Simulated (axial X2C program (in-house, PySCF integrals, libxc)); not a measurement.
# AlF⁻: bond curves with and without spin–orbit coupling

Aim: find the lowest determinant of AlF⁻, scan the bond at several levels and fit the constants, once spin-free and once with spin–orbit coupling.

Method: all-electron X2C, Al dyall-av3z, F dyall-av3z; program: an in-house X2C program for linear molecules on PySCF integrals.

All values are calculated.

### 1 Input

The input, task.json:

```json
{
 "zs": [
  13,
  9
 ],
 "q": -1,
 "bas": [
  "dyall-av3z",
  "dyall-av3z"
 ],
 "levels": [
  "PBE0",
  "HF",
  "M06"
 ],
 "cc": true,
 "r0": 1.9,
 "thr": -2.0,
 "nmax": 90,
 "npts": 10,
 "nst": 2,
 "ntry": 6
}
```

Keys: zs atomic numbers; q charge; bas basis sets; levels methods (HF also brings MP2); cc coupled cluster on or off; r0 starting distance in Å; thr threshold in hartree for freezing inner shells (an s shell follows its p shell); nmax most natural virtual spinors; npts points asked for on the curve; nst determinants followed; ntry starts of the search.

Started as:

```sh
$ python so2c.py task.json out
```

Spin-free means the one-electron spin-free X2C Hamiltonian; two-component (2c) means X2C with spin–orbit coupling and atomic mean-field two-electron Coulomb and Gaunt terms. Basis: Al dyall-av3z contracted to [9s9p3d2f], F dyall-av3z contracted to [7s6p3d2f]; Gaussian nuclei, density fitting. Masses: Al 26.982 u, F 18.998 u.

Notation: σ, π±, δ± give the projection m of an orbital's angular momentum (0, ±1, ±2), α and β its spin, Λ and M_S the sums; ω is the projection of a spinor's total angular momentum and Ω the sum. Logs are in hartree.

The results follow Hamiltonian by Hamiltonian and level by level.

### 2 Which state to follow

PBE0 moves the distance from 1.900 Å to 1.718 Å and compares determinants there.

Spin-free determinants:

| ΔE (eV) | state | open shells |
| --- | --- | --- |
| 0.00 | M_S = 1/2, Λ = 1 | beyond closed shells: π+α |
| 0.43 | M_S = 1/2, Λ = 0 | beyond closed shells: σα |
| 2.35 | M_S = 1/2, Λ = 2 | beyond closed shells: δ+α |
| 2.41 | M_S = 3/2, Λ = 0 | beyond closed shells: σα, π+α, π-α |
| 3.45 | M_S = 1/2, Λ = 2 | beyond closed shells: σα, π+α, π+β |
| 3.45 | M_S = 1/2, Λ = 0 | beyond closed shells: σα, π+β, π-α |
| 3.49 | M_S = 3/2, Λ = 1 | beyond closed shells: 2 × σα, π+α |

Two-component determinants:

```csv
ΔE (eV),state,open shells
0.00,Ω = 1/2,excess of +ω over −ω: ω = 1/2
0.00,Ω = 3/2,excess of +ω over −ω: ω = 3/2
2.35,Ω = 5/2,excess of +ω over −ω: ω = 5/2
3.46,Ω = 5/2,"excess of +ω over −ω: 2 × ω = 1/2, ω = 3/2"
3.67,Ω = 1/2,"excess of +ω over −ω: 2 × ω = -1/2, ω = 3/2"
4.74,Ω = 3/2,excess of +ω over −ω: 3 × ω = 1/2
6.27,Ω = 3/2,"excess of +ω over −ω: 2 × ω = -1/2, ω = 5/2"
```

### 3 PBE0, spin-free

State followed: M_S = 1/2, Λ = 1 (beyond closed shells: π+α). The scan is laid around 1.718 Å, a first estimate of the minimum, and this SCF restarts from the orbitals of the search.

The SCF at the reference distance of 1.718 Å:

```text
spin-free X2C-1e  PBE0
basis functions 119  fitting functions 623  grid points 4353
iter        total energy     max residual
   1       -342.713875867     3.16e-05
   2       -342.713875856     5.25e-05
   3       -342.713875883     4.36e-06
   4       -342.713875884     9.86e-07
converged
one-electron -553.40601725  Coulomb 203.73742097  exact exchange -7.08684459  xc functional -21.99669676  nuclear repulsion 36.03826174
```

Along the bond, energies from the lowest point:

| R (Å) | E (eV) | μ (D) | HOMO (eV) | LUMO (eV) | iterations |
| --- | --- | --- | --- | --- | --- |
| 1.495 | 0.7091 | 3.37 | 1.08 | 1.79 | 12 |
| 1.563 | 0.2844 | 3.24 | 1.09 | 1.84 | 12 |
| 1.615 | 0.1086 | 3.12 | 1.10 | 1.87 | 12 |
| 1.667 | 0.0212 | 2.98 | 1.10 | 1.90 | 11 |
| 1.718 | 0.0000 | 2.82 | 1.11 | 1.93 | 4 |
| 1.778 | 0.0356 | 2.61 | 1.11 | 1.96 | 11 |
| 1.838 | 0.1171 | 2.37 | 1.10 | 1.99 | 11 |
| 1.916 | 0.2650 | 2.03 | 1.09 | 2.02 | 11 |
| 2.010 | 0.4828 | 1.58 | 1.06 | 2.05 | 11 |
| 2.147 | 0.8242 | 0.85 | 1.00 | 2.06 | 12 |

Dipoles are positive if F is the positive end and refer to the centre of mass.

Outer orbitals at the reference distance:

| symmetry | occupied | ε (eV) | atomic character |
| --- | --- | --- | --- |
| σα | yes | -27.17 | 82% F s, 6% Al p, 6% Al d |
| σβ | yes | -27.13 | 82% F s, 6% Al p, 6% Al d |
| σα | yes | -8.23 | 85% F p, 9% Al s, 2% Al p |
| σβ | yes | -8.17 | 86% F p, 8% Al s, 2% Al p |
| π+α | yes | -6.84 | 90% F p, 4% Al p, 4% Al d |
| π-α | yes | -6.77 | 90% F p, 4% Al p, 4% Al d |
| π-β | yes | -6.72 | 90% F p, 4% Al d, 3% Al p |
| π+β | yes | -6.72 | 90% F p, 4% Al d, 3% Al p |
| σα | yes | -2.85 | 64% Al s, 15% Al p, 13% F p |
| σβ | yes | -2.44 | 64% Al s, 17% Al p, 12% F p |
| π+α | yes | 1.11 | 87% Al p, 7% F p, 4% Al d |
| π-α | no | 1.93 | 94% Al p, 4% F p |
| σα | no | 2.26 | 98% Al p |
| π+β | no | 2.44 | 93% Al p, 4% F p |
| π-β | no | 2.44 | 93% Al p, 4% F p |

PBE0 fields in the half plane through the axis: z from -2.4 to 3.9 Å across, distance from the axis 0.15 to 2.25 Å upwards; Al lies at z = 0 and F at z = 1.718 Å; the ELF is damped to zero where the density is low.

log10 density (e/bohr³). Ten even steps from '0' (-4.80 ) to '9' (0.98 ):
```
2223333333332221111000
2233334443333322211100
2233444444433333322100
2334444554444444332210
2334455555555555443211
3344555565556666543221
3344556777667777654321
3344556898667898654321
```

ELF. Ten even steps from '0' (0.00 ) to '9' (0.97 ):
```
0124567775310000000000
0135788886310000000000
0257899997310000000000
1368999996211122100000
2589999853113454320000
2689994000136787631000
3799960374058888752000
3799931838058418863100
```

Re = 1.712 Å, ωe = 678 cm⁻¹, ωexe = 5.48 cm⁻¹, Be = 0.5158 cm⁻¹, De = 3.49 eV, μ = 2.84 D.

### 4 HF, spin-free

Output at 1.718 Å:

```text
spin-free X2C-1e  HF
basis functions 119  fitting functions 623  grid points 4353
iter        total energy     max residual
   1       -341.977712902     7.82e-02
   2       -341.991405750     4.12e-03
   3       -341.992020438     3.10e-03
   4       -341.992157823     1.18e-03
   5       -341.992226962     6.20e-04
   6       -341.992272317     3.74e-04
   7       -341.992293234     2.36e-04
   8       -341.992303537     1.20e-04
   9       -341.992307612     5.94e-05
  10       -341.992308495     3.30e-05
  11       -341.992308578     1.15e-05
  12       -341.992308589     4.11e-06
  13       -341.992308590     7.68e-07
converged
one-electron -553.00053844  Coulomb 203.37430071  exact exchange -28.40433260  xc functional 0.00000000  nuclear repulsion 36.03826174
```

Re = 1.673 Å, ωe = 748 cm⁻¹, ωexe = 6.41 cm⁻¹, Be = 0.5402 cm⁻¹, De = 3.53 eV, μ = 3.09 D.

### 5 M06, spin-free

Output at 1.718 Å:

```text
spin-free X2C-1e  M06
basis functions 119  fitting functions 623  grid points 4353
iter        total energy     max residual
   1       -342.874977388     3.28e-02
   2       -342.877265059     4.38e-03
   3       -342.877421024     4.53e-03
   4       -342.877691680     1.05e-03
   5       -342.877730691     5.64e-04
   6       -342.877747073     4.26e-04
   7       -342.877757551     3.63e-04
   8       -342.877763770     2.87e-04
   9       -342.877767576     2.59e-04
  10       -342.877769997     2.22e-04
  11       -342.877771571     1.82e-04
  12       -342.877772653     1.47e-04
  13       -342.877773175     1.33e-04
  14       -342.877773566     1.12e-04
  15       -342.877773818     9.51e-05
  16       -342.877773878     8.21e-05
  17       -342.877773866     9.77e-05
  18       -342.877773795     1.18e-04
  19       -342.877773720     1.28e-04
  20       -342.877773796     1.21e-04
  21       -342.877774142     7.43e-05
  22       -342.877774316     5.67e-05
  23       -342.877774482     4.40e-05
  24       -342.877774548     2.75e-05
  25       -342.877774579     2.31e-05
  26       -342.877774617     5.50e-05
  27       -342.877774638     5.00e-05
  28       -342.877774589     2.78e-05
  29       -342.877774600     2.95e-05
  30       -342.877774647     2.72e-05
  31       -342.877774648     2.31e-05
  32       -342.877774645     4.28e-05
  33       -342.877774649     1.92e-05
  34       -342.877774648     2.66e-05
  35       -342.877774648     2.45e-05
  36       -342.877774650     1.10e-05
converged
one-electron -553.53398859  Coulomb 203.88361186  exact exchange -7.65771366  xc functional -21.60794601  nuclear repulsion 36.03826174
```

Re = 1.705 Å, ωe = 686 cm⁻¹, ωexe = 5.71 cm⁻¹, Be = 0.52 cm⁻¹, De = 3.55 eV, μ = 2.82 D.

### 6 Correlated methods, spin-free

Correlated methods: 11 electrons correlated (frozen shells, counted by type: Al 2 s, 1 p; F 1 s), 199 virtual spinors in MP2, 90 natural virtuals in coupled cluster.

Output of the correlated part at 1.718 Å:

```text
correlated 11  virtual 199  natural virtual 90  E(MP2) -0.334474092  MP2 remainder -0.013439410
iter   CCSD correlation   residual
   1     -0.319977630   1.42e-01
   2     -0.329423969   6.25e-02
   3     -0.331630211   3.11e-02
   4     -0.331434893   1.23e-02
   5     -0.331562525   6.34e-03
   6     -0.331622682   3.00e-03
   7     -0.331598066   1.38e-03
   8     -0.331606487   5.29e-04
   9     -0.331604982   2.00e-04
  10     -0.331603382   7.20e-05
  11     -0.331602789   2.76e-05
  12     -0.331602478   1.22e-05
  13     -0.331602260   5.52e-06
  14     -0.331602234   2.59e-06
  15     -0.331602224   1.43e-06
(T) -0.010897365  T1 0.0380  D1 0.1071  max T2 0.129
```

T1 in the output is the amplitude norm over the root of the electron number; divide by √2 for the Lee–Taylor value.

MP2: Re = 1.721 Å, ωe = 666 cm⁻¹, Be = 0.5103 cm⁻¹, De = 3.39 eV.

CCSD: Re = 1.712 Å, ωe = 681 cm⁻¹, ωexe = 5.39 cm⁻¹, Be = 0.5158 cm⁻¹, De = 3.45 eV. T1 at Re = 0.027 (Lee–Taylor, the printed value over √2).

CCSD(T): Re = 1.719 Å, ωe = 671 cm⁻¹, ωexe = 5.25 cm⁻¹, Be = 0.512 cm⁻¹, De = 3.43 eV. T1 at Re = 0.027 (Lee–Taylor, the printed value over √2).

### 7 A higher determinant, spin-free

State: M_S = 1/2, Λ = 0 (beyond closed shells: σα).

Output at the reference distance:

```text
spin-free X2C-1e  PBE0
basis functions 119  fitting functions 623  grid points 4353
iter        total energy     max residual
   1       -342.698033031     6.09e-06
   2       -342.698033047     4.72e-06
   3       -342.698033053     3.56e-06
   4       -342.698033057     9.89e-07
   5       -342.698033057     1.87e-07
converged
one-electron -551.88553755  Coulomb 202.17713074  exact exchange -7.07393124  xc functional -21.95395674  nuclear repulsion 36.03826174
```

| R (Å) | E above the lowest PBE0 point (eV) |
| --- | --- |
| 1.495 | 0.995 |
| 1.563 | 0.613 |
| 1.615 | 0.471 |
| 1.667 | 0.418 |
| 1.718 | 0.431 |
| 1.778 | 0.507 |
| 1.838 | 0.628 |
| 1.916 | 0.824 |
| 2.010 | 1.094 |

Re = 1.680 Å, ωe = 748 cm⁻¹, ωexe = 5.61 cm⁻¹, Be = 0.5359 cm⁻¹, μ = 4.43 D. Te = 0.42 eV.

### 8 The spin-free curves together

Energy (eV) of the followed determinant, spin-free, from each level's lowest point:

| R (Å) | PBE0 | HF | MP2 | CCSD | CCSD(T) | M06 |
| --- | --- | --- | --- | --- | --- | --- |
| 1.495 | 0.709 | 0.540 | 0.759 | n/a | n/a | 0.674 |
| 1.563 | 0.284 | 0.174 | 0.316 | 0.287 | 0.307 | 0.261 |
| 1.615 | 0.109 | 0.044 | 0.128 | 0.110 | 0.123 | 0.094 |
| 1.667 | 0.021 | 0.000 | 0.031 | 0.021 | 0.028 | 0.014 |
| 1.718 | 0.000 | 0.021 | 0.000 | 0.000 | 0.000 | 0.000 |
| 1.778 | 0.036 | 0.101 | 0.026 | 0.036 | 0.029 | 0.043 |
| 1.838 | 0.117 | 0.223 | 0.100 | 0.118 | 0.105 | 0.130 |
| 1.916 | 0.265 | 0.416 | 0.239 | 0.268 | 0.248 | 0.283 |
| 2.010 | 0.483 | 0.677 | 0.450 | n/a | n/a | 0.505 |
| 2.147 | 0.824 | 1.061 | 0.785 | n/a | n/a | 0.848 |

### 9 PBE0, 2c

State followed: Ω = 1/2 (excess of +ω over −ω: ω = 1/2). The scan is laid around 1.718 Å, a first estimate of the minimum, and this SCF restarts from the orbitals of the search.

Output at 1.718 Å:

```text
two-component X2C + atomic mean field  PBE0
basis functions 119  fitting functions 623  grid points 4353
iter        total energy     max residual
   1       -342.678975393     5.16e-06
   2       -342.678975394     4.19e-06
converged
one-electron -553.31547985  Coulomb 203.71242512  exact exchange -7.08580081  xc functional -21.99346196  nuclear repulsion 36.03826174  atomic mean-field constant -0.03491963
```

Along the bond, energies from the lowest point:

| R (Å) | E (eV) | μ (D) | HOMO (eV) | LUMO (eV) | iterations |
| --- | --- | --- | --- | --- | --- |
| 1.495 | 0.7114 | 3.37 | 1.08 | 1.80 | 12 |
| 1.563 | 0.2857 | 3.24 | 1.09 | 1.84 | 12 |
| 1.615 | 0.1093 | 3.13 | 1.10 | 1.87 | 12 |
| 1.667 | 0.0216 | 2.99 | 1.11 | 1.90 | 11 |
| 1.718 | 0.0000 | 2.83 | 1.11 | 1.93 | 2 |
| 1.778 | 0.0353 | 2.61 | 1.11 | 1.97 | 11 |
| 1.838 | 0.1166 | 2.37 | 1.10 | 2.00 | 11 |
| 1.916 | 0.2643 | 2.03 | 1.09 | 2.03 | 11 |
| 2.010 | 0.4819 | 1.58 | 1.06 | 2.05 | 11 |
| 2.147 | 0.8232 | 0.85 | 1.00 | 2.07 | 12 |

Dipoles are positive if F is the positive end and refer to the centre of mass.

Outer spinors at the reference distance:

```tsv
ω	occupied	ε (eV)	atomic character	λ mixture
-1/2	yes	-27.17	82% F s, 6% Al p, 6% Al d	100% σ
1/2	yes	-27.13	82% F s, 6% Al p, 6% Al d	100% σ
-1/2	yes	-8.22	85% F p, 9% Al s, 2% Al p	100% σ
1/2	yes	-8.17	86% F p, 8% Al s, 2% Al p	100% σ
1/2	yes	-6.85	90% F p, 4% Al p, 4% Al d	100% π
-3/2	yes	-6.75	90% F p, 4% Al p, 4% Al d	100% π
-1/2	yes	-6.74	90% F p, 4% Al d, 3% Al p	100% π
3/2	yes	-6.70	90% F p, 4% Al d, 3% Al p	100% π
-1/2	yes	-2.85	64% Al s, 15% Al p, 13% F p	100% σ
1/2	yes	-2.44	64% Al s, 17% Al p, 12% F p	100% σ
1/2	yes	1.11	87% Al p, 7% F p, 4% Al d	100% π
-3/2	no	1.93	94% Al p, 4% F p	100% π
-1/2	no	2.26	98% Al p	100% σ
-1/2	no	2.44	93% Al p, 4% F p	100% π
3/2	no	2.44	93% Al p, 4% F p	100% π
```

PBE0 fields in the half plane through the axis: z from -2.4 to 3.9 Å across, distance from the axis 0.15 to 2.25 Å upwards; Al lies at z = 0 and F at z = 1.718 Å; the ELF is damped to zero where the density is low.

log10 density (e/bohr³). Ten even steps from ' ' (-4.80 ) to '@' (0.98 ):
```
::::::------------------::::::........      
::::--------======----------::::::......    
::::----==============------------::::..    
::----========++++==============----::::..  
::----====++++++++++++++++++++++====--::....
----====++++++++**++++++********++==--::::..
----====++++**######****########**++==--::..
----====++++**%%@@%%****##%%@@%%**++==--::..
```

ELF. Ten even steps from '0' (0.00 ) to '9' (0.97 ):
```
0124567775310000000000
0135788886310000000000
0257899997310000000000
1368999996211122100000
2589999853113454320000
2689994000136787631000
3799960374058888752000
3799931838058418863100
```

Re = 1.712 Å, ωe = 678 cm⁻¹, ωexe = 5.49 cm⁻¹, Be = 0.5156 cm⁻¹, De = 3.49 eV, μ = 2.84 D.

### 10 HF, 2c

Output at 1.718 Å:

```text
two-component X2C + atomic mean field  HF
basis functions 119  fitting functions 623  grid points 4353
iter        total energy     max residual
   1       -341.942915880     7.83e-02
   2       -341.956601426     4.13e-03
   3       -341.957215394     3.10e-03
   4       -341.957352490     1.18e-03
   5       -341.957421353     6.19e-04
   6       -341.957466440     3.72e-04
   7       -341.957487212     2.36e-04
   8       -341.957497433     1.20e-04
   9       -341.957501497     5.93e-05
  10       -341.957502391     3.30e-05
  11       -341.957502475     1.15e-05
  12       -341.957502486     4.12e-06
  13       -341.957502487     7.70e-07
converged
one-electron -552.91121926  Coulomb 203.35055598  exact exchange -28.40018132  xc functional 0.00000000  nuclear repulsion 36.03826174  atomic mean-field constant -0.03491963
```

Re = 1.673 Å, ωe = 748 cm⁻¹, ωexe = 6.42 cm⁻¹, Be = 0.5399 cm⁻¹, De = 3.53 eV, μ = 3.10 D.

### 11 M06, 2c

The SCF at the reference distance of 1.718 Å:

```text
two-component X2C + atomic mean field  M06
basis functions 119  fitting functions 623  grid points 4353
iter        total energy     max residual
   1       -342.840080815     3.28e-02
   2       -342.842285346     7.18e-03
   3       -342.841600619     1.13e-02
   4       -342.842874340     2.83e-04
   5       -342.842878210     2.60e-04
   6       -342.842880058     5.94e-05
   7       -342.842880289     2.22e-05
   8       -342.842880314     4.46e-06
   9       -342.842880314     1.64e-06
converged
one-electron -553.44291977  Coulomb 203.85804137  exact exchange -7.65657163  xc functional -21.60477240  nuclear repulsion 36.03826174  atomic mean-field constant -0.03491963
```

Re = 1.706 Å, ωe = 686 cm⁻¹, ωexe = 5.71 cm⁻¹, Be = 0.5198 cm⁻¹, De = 3.55 eV, μ = 2.82 D.

### 12 Correlated methods, 2c

Correlated methods: 11 electrons correlated (frozen shells, counted by type: Al 2 s, 1 p; F 1 s), 199 virtual spinors in MP2, 90 natural virtuals in coupled cluster.

Output of the correlated part at 1.718 Å:

```text
correlated 11  virtual 199  natural virtual 90  E(MP2) -0.334454059  MP2 remainder -0.013441767
iter   CCSD correlation   residual
   1     -0.319968230   1.42e-01
   2     -0.329411021   6.25e-02
   3     -0.331613892   3.11e-02
   4     -0.331418926   1.23e-02
   5     -0.331546344   6.33e-03
   6     -0.331606342   3.00e-03
   7     -0.331581775   1.38e-03
   8     -0.331590194   5.29e-04
   9     -0.331588690   2.00e-04
  10     -0.331587094   7.20e-05
  11     -0.331586501   2.77e-05
  12     -0.331586191   1.22e-05
  13     -0.331585972   5.53e-06
  14     -0.331585946   2.59e-06
  15     -0.331585936   1.43e-06
(T) -0.010898303  T1 0.0380  D1 0.1068  max T2 0.128
```

MP2: Re = 1.722 Å, ωe = 666 cm⁻¹, Be = 0.5101 cm⁻¹, De = 3.39 eV.

CCSD: Re = 1.712 Å, ωe = 681 cm⁻¹, ωexe = 5.39 cm⁻¹, Be = 0.5156 cm⁻¹, De = 3.46 eV. T1 at Re = 0.027 (Lee–Taylor, the printed value over √2).

CCSD(T): Re = 1.719 Å, ωe = 671 cm⁻¹, ωexe = 5.25 cm⁻¹, Be = 0.5118 cm⁻¹, De = 3.44 eV. T1 at Re = 0.027 (Lee–Taylor, the printed value over √2).

### 13 A higher determinant, 2c

State: Ω = 3/2 (excess of +ω over −ω: ω = 3/2).

Output at the reference distance:

```text
two-component X2C + atomic mean field  PBE0
basis functions 119  fitting functions 623  grid points 4353
iter        total energy     max residual
   1       -342.678814338     5.96e-06
   2       -342.678814339     5.01e-06
converged
one-electron -553.30407885  Coulomb 203.70068028  exact exchange -7.08568779  xc functional -21.99307010  nuclear repulsion 36.03826174  atomic mean-field constant -0.03491963
```

| R (Å) | E above the lowest PBE0 point (eV) |
| --- | --- |
| 1.495 | 0.714 |
| 1.563 | 0.289 |
| 1.615 | 0.113 |
| 1.667 | 0.026 |
| 1.718 | 0.004 |
| 1.778 | 0.040 |
| 1.838 | 0.122 |
| 1.916 | 0.270 |
| 2.010 | 0.488 |

Re = 1.712 Å, ωe = 678 cm⁻¹, ωexe = 5.49 cm⁻¹, Be = 0.5158 cm⁻¹, μ = 2.85 D. Te = 0.00 eV.

### 14 The 2c curves together

Energy (eV) of the followed determinant, 2c, from each level's lowest point:

| R (Å) | PBE0 | HF | MP2 | CCSD | CCSD(T) | M06 |
| --- | --- | --- | --- | --- | --- | --- |
| 1.495 | 0.711 | 0.542 | 0.762 | n/a | n/a | 0.676 |
| 1.563 | 0.286 | 0.176 | 0.317 | 0.289 | 0.309 | 0.262 |
| 1.615 | 0.109 | 0.044 | 0.129 | 0.110 | 0.123 | 0.094 |
| 1.667 | 0.022 | 0.000 | 0.031 | 0.022 | 0.028 | 0.014 |
| 1.718 | 0.000 | 0.020 | 0.000 | 0.000 | 0.000 | 0.000 |
| 1.778 | 0.035 | 0.101 | 0.026 | 0.036 | 0.029 | 0.042 |
| 1.838 | 0.117 | 0.222 | 0.099 | 0.118 | 0.105 | 0.129 |
| 1.916 | 0.264 | 0.415 | 0.239 | 0.267 | 0.247 | 0.283 |
| 2.010 | 0.482 | 0.675 | 0.449 | n/a | n/a | 0.504 |
| 2.147 | 0.823 | 1.059 | 0.784 | n/a | n/a | 0.847 |

The whole job took 2.3 min on 1 thread of Arm Neoverse V1, shared host.

### 15 Constants

Lowest determinant that the search found at its distance, spin-free: M_S = 1/2, Λ = 1 (beyond closed shells: π+α).

Lowest determinant that the search found at its distance, 2c: Ω = 1/2 (excess of +ω over −ω: ω = 1/2).

```json
{"Hamiltonian": "spin-free", "level": "PBE0", "Re (Å)": "1.712", "ωe (cm⁻¹)": "678", "De (eV)": "3.49"}
{"Hamiltonian": "spin-free", "level": "HF", "Re (Å)": "1.673", "ωe (cm⁻¹)": "748", "De (eV)": "3.53"}
{"Hamiltonian": "spin-free", "level": "MP2", "Re (Å)": "1.721", "ωe (cm⁻¹)": "666", "De (eV)": "3.39"}
{"Hamiltonian": "spin-free", "level": "CCSD", "Re (Å)": "1.712", "ωe (cm⁻¹)": "681", "De (eV)": "3.45"}
{"Hamiltonian": "spin-free", "level": "CCSD(T)", "Re (Å)": "1.719", "ωe (cm⁻¹)": "671", "De (eV)": "3.43"}
{"Hamiltonian": "spin-free", "level": "M06", "Re (Å)": "1.705", "ωe (cm⁻¹)": "686", "De (eV)": "3.55"}
{"Hamiltonian": "2c", "level": "PBE0", "Re (Å)": "1.712", "ωe (cm⁻¹)": "678", "De (eV)": "3.49"}
{"Hamiltonian": "2c", "level": "HF", "Re (Å)": "1.673", "ωe (cm⁻¹)": "748", "De (eV)": "3.53"}
{"Hamiltonian": "2c", "level": "MP2", "Re (Å)": "1.722", "ωe (cm⁻¹)": "666", "De (eV)": "3.39"}
{"Hamiltonian": "2c", "level": "CCSD", "Re (Å)": "1.712", "ωe (cm⁻¹)": "681", "De (eV)": "3.46"}
{"Hamiltonian": "2c", "level": "CCSD(T)", "Re (Å)": "1.719", "ωe (cm⁻¹)": "671", "De (eV)": "3.44"}
{"Hamiltonian": "2c", "level": "M06", "Re (Å)": "1.706", "ωe (cm⁻¹)": "686", "De (eV)": "3.55"}
```

Time per point (s) on 1 thread of Arm Neoverse V1, shared host (2c runs; CCSD comes with the CCSD(T) run); the times are rough: PBE0 0.26, HF 0.17, MP2 0.29, CCSD(T) 5.3, M06 2.

What this shows: At CCSD(T), going from spin-free to two-component changes Re by 0 mÅ, ωe by 0.0 %, which is small (part of it comes from the scalar share of the two-electron terms). De moves by 0.00 eV; both De rest on single-determinant atoms, which can miss part of an open shell's spin–orbit lowering. The highest occupied level is positive at the mean-field levels quoted, so the basis may hold the extra electron and these numbers are no safe properties of the anion.

De refers to Al + F-, each in the lowest determinant found, which need not be this curve's own limit. Each curve is one determinant whose occupation by symmetry is held fixed; it was picked as the lowest of a PBE0 search that is not exhaustive. Dissociation energies refer to the lowest single-determinant-based atoms at the same level and basis. Density functionals use the spin component along the axis (collinear). CCSD and (T) use frozen natural virtuals with an MP2 correction for the truncation. The meta-GGAs lack a current-density term, which matters for open shells with orbital currents, atoms included. At some level an empty orbital lies below a filled one. T1 at Re is 0.027 (Lee–Taylor), above the customary mark of 0.02.
